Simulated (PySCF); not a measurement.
C3H4.

```xyz
7

C      0.0000     0.0000     1.2993
C      0.0000     0.0000     0.0000
C      0.0000     0.0000    -1.2993
H      0.6566    -0.6566     1.8603
H     -0.6566     0.6566     1.8603
H      0.6566     0.6566    -1.8603
H     -0.6566    -0.6566    -1.8603
```
Charge 0, spin multiplicity 1.

Geometry: PBE0-D3(BJ)/def2-TZVP.

Level of theory: PBE/pcSseg-2 (PySCF). Non-relativistic, no solvent.

Problem. Give the absolute GIAO shielding of each atom: isotropic value and principal components (ppm). (The exact figures need the calculation; the answer reports its results.)

Solution. 
```tsv
atom	σ(iso)	σ11	σ22	σ33	span
C1	105.1	16.6	133.7	165.0	148.4
C2	-47.0	-71.4	-71.4	1.8	73.2
C3	105.1	16.6	133.7	165.0	148.4
H4	26.6	25.0	25.4	29.4	4.4
H5	26.6	25.0	25.4	29.4	4.4
H6	26.6	25.0	25.4	29.4	4.4
H7	26.6	25.0	25.4	29.4	4.4
```
